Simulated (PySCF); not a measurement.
**Cost against result**

Saddle point of SiNH8F, singlet (SiH₄ + NH₃ + HF → SiNH₅ ([NH2][SiH3]) + HF + H₂; bonds formed: Si1–N7, H2–H8, H6–F9; bonds broken: Si1–H2, H6–N7, H8–F9), PBE0-D4/def2-TZVP structure:

```
11
angstrom
Si -0.4492 0.0396 -1.0063
H 0.1990 -1.4997 -0.1647
H 0.4399 -0.4713 -2.0768
H -0.8353 1.3942 -1.5679
H -1.7692 -0.5773 -0.7526
H 0.3284 0.1368 1.3155
N 0.3716 0.8400 0.4906
H 0.1988 -1.4675 0.8023
F 0.2339 -1.1483 1.9549
H -0.0700 1.7277 0.7102
H 1.3519 1.0258 0.2948
```

Barriers are electronic and count from the start structure reached by relaxing down the imaginary mode.

PySCF 2.14 with density fitting (its default auxiliary sets; JK sets also for MP2 and CCSD(T)); basis: as named in each row; cores frozen in the correlated methods. B3LYP uses VWN-RPA correlation. Extrapolation: Hartree–Fock as exp(−7.88 √X), correlation as X^−2.97.

Times are rough, for one single point on 4 threads of a shared host (Arm Neoverse V2).

The estimate by CCSD(T) at an estimated basis limit (MP2 extrapolated from triple and quadruple zeta, plus CCSD(T) − MP2 in triple zeta) is 156.6 kJ/mol.

```
   method       basis  time (s)  barrier (kJ/mol)  method less estimate
       HF      STO-3G   under 1             327.6                 170.9
 B3LYP-D4       6-31G         2             145.2                 -11.4
  PBE0-D4    def2-SVP         4             136.2                 -20.4
   PBE-D4    def2-SVP         4             114.4                 -42.2
      MP2  def2-QZVPP         5             151.7                  -5.0
    SPW92  def2-TZVPP         9              79.9                 -76.8
   PBE-D4  def2-TZVPP        11             118.3                 -38.3
  PBE0-D4  def2-TZVPP        11             136.0                 -20.6
 B3LYP-D4  def2-TZVPP        11             146.5                 -10.2
 BHLYP-D4  def2-TZVPP        11             166.7                  10.0
  CCSD(T)    def2-SVP        19             181.0                  24.4
r2SCAN-D4  def2-TZVPP        28             128.9                 -27.7
  wB97M-V  def2-TZVPP       180             151.3                  -5.3
  CCSD(T)  def2-TZVPP       470             162.1                   5.5
```

All methods are single points on the PBE0-D4 structures.

T1 diagnostic: at most 0.012.

Labels in which every atom is bracketed show which atoms are joined, not bond orders.
